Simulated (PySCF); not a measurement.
HCl, charge -1, doublet, at the geometry of the source list (a state made from the parent by changing its charge; the spin is typed, not shown lowest) (in this run its highest filled SCF level lies above zero, so its values depend strongly on the basis, on diffuse functions most of all); B3LYP/aug-cc-pVDZ (PySCF).

The PySCF input:
```python
from pyscf import gto, scf, dft

mol = gto.M(
    atom='''
Cl    0.638100    0.000000    0.000000
H    -0.638100    0.000000    0.000000
''',
    basis='aug-cc-pvdz',
    charge=-1,
    spin=1,
    verbose=3,
)

mf = dft.UKS(mol)
mf.xc = 'b3lyp'
mf.kernel()
mf.analyze()
```

It wrote (shortened):

```
converged SCF energy = -460.808142360504  <S^2> = 0.75013164  2S+1 = 2.0001316
**** MO energy ****
                             alpha | beta                alpha | beta
MO #1   energy= -101.38200320003   | -101.38140041432   occ= 1 | 1
MO #2   energy= -9.300699664475    | -9.29993993113509  occ= 1 | 1
MO #3   energy= -7.06230273685993  | -7.06132336323467  occ= 1 | 1
MO #4   energy= -7.05368828149863  | -7.05316396177429  occ= 1 | 1
MO #5   energy= -7.0536882814986   | -7.05316396177429  occ= 1 | 1
MO #6   energy= -0.677398226170428 | -0.673702441140905 occ= 1 | 1
MO #7   energy= -0.302501496411576 | -0.298242879525068 occ= 1 | 1
MO #8   energy= -0.166597291149102 | -0.165019614065467 occ= 1 | 1
MO #9   energy= -0.166597291149102 | -0.165019614065465 occ= 1 | 1
MO #10  energy= 0.0680981289461995 | 0.112462889164267  occ= 1 | 0
MO #11  energy= 0.173180511845008  | 0.188274532125039  occ= 0 | 0
MO #12  energy= 0.19559940123701   | 0.200244673874068  occ= 0 | 0
MO #13  energy= 0.195599401237013  | 0.20024467387407   occ= 0 | 0
MO #14  energy= 0.206393866658356  | 0.223185866282591  occ= 0 | 0
MO #15  energy= 0.263042123152776  | 0.265387490927598  occ= 0 | 0
MO #16  energy= 0.363417271780713  | 0.369873460716162  occ= 0 | 0
MO #17  energy= 0.363417271780719  | 0.369873460716171  occ= 0 | 0
MO #18  energy= 0.481837926943201  | 0.482138925638081  occ= 0 | 0

To work with the spin densities directly, `use mulliken_meta_spin()` only printing them here.

 ** Mulliken spin pop alpha/beta on meta-lowdin orthogonal AOs **
 ** Mulliken Spin Density (per atom)  **
spin density of  0 Cl =      0.12967
spin density of  1 H =      0.87033
 ** Mulliken pop alpha/beta on meta-lowdin orthogonal AOs **
 ** Mulliken atomic charges   ( Nelec_alpha | Nelec_beta ) **
charge of  0Cl =     -0.36846  (     8.74907      8.61939 )
charge of  1H =     -0.63154  (     1.25093      0.38061 )

WARN: System has nonzero charge -1; the dipole moment is origin-dependent.
Location of origin: [0. 0. 0.]

Dipole moment(X, Y, Z, Debye):  2.25067,  0.00000, -0.00000
```
